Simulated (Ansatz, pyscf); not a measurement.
:C=CH–OH [singlet] → :HC–CH=O [singlet], a hydrogen shift on the singlet surface: H–O broken, C–H formed. PySCF, gas phase, ωB97X-D3(BJ)/def2-SVP geometries. Wave-function energies: Ansatz (a program for electronic structure), frozen core, RHF or UHF references. In kcal/mol, from the reactant's lowest minimum found.

| level | barrier | reaction energy |
|---|---|---|
| B3LYP-D3(BJ)/def2-TZVP | 32.42 | -7.50 |
| PBE/def2-TZVP | 21.36 | -14.35 |
| CCSD(T)/cc-pV(D+d)Z | 29.59 | -5.32 |
| CCSDT(Q)/cc-pV(D+d)Z | … | … |
| CCSD(T)/cc-pV(T+d)Z | 29.90 | -4.50 |
| CCSD(T)/cc-pV(Q+d)Z | … | -4.58 |

Task: Fill in the missing entries.

Result: 
- CCSDT(Q)/cc-pV(D+d)Z, barrier: 28.75
- CCSDT(Q)/cc-pV(D+d)Z, reaction energy: -6.90
- CCSD(T)/cc-pV(Q+d)Z, barrier: 29.87

In cc-pV(D+d)Z, going from CCSD(T) to CCSDT(Q) shifts the barrier by -0.84 and the reaction energy by -1.59 kcal/mol. With HF in the quadruple-zeta basis and the correlation energy extrapolated as X⁻³ from X = 3, 4, CCSD(T) gives 29.76 and -4.56; adding the double-zeta shift gives ΔE‡ = 28.92 and ΔE = -6.14 kcal/mol, without core correlation, relativity or geometry relaxation at these levels. From the product side, •HC=C=O + H• lies, by one bond made or cut, 7.05 kcal/mol under this saddle at ωB97M-D3(BJ). :C=CH–OH [singlet] may be a fragile minimum: a first optimisation, from another start, lost the drawn bonds. :HC–CH=O [singlet] may be a fragile minimum: a first optimisation, from another start, lost the drawn bonds. :HC–CH=O [singlet] is an excited spin state, 6.59 kcal/mol over the triplet at ωB97X-D3(BJ). :C=CH–OH [singlet] lies 84.05 kcal/mol over its isomer H₂C=C=O (electronic energy, ωB97M-D3(BJ)). :HC–CH=O [singlet] lies 81.03 kcal/mol over its isomer H₂C=C=O (electronic energy, ωB97M-D3(BJ)). One saddle was located; it need not be the lowest between these sides. The CCSD(T) − MP2 part came from Ansatz, without density fitting, on the same reference. The largest closed-shell T1 diagnostic is 0.037, which may signal static correlation.
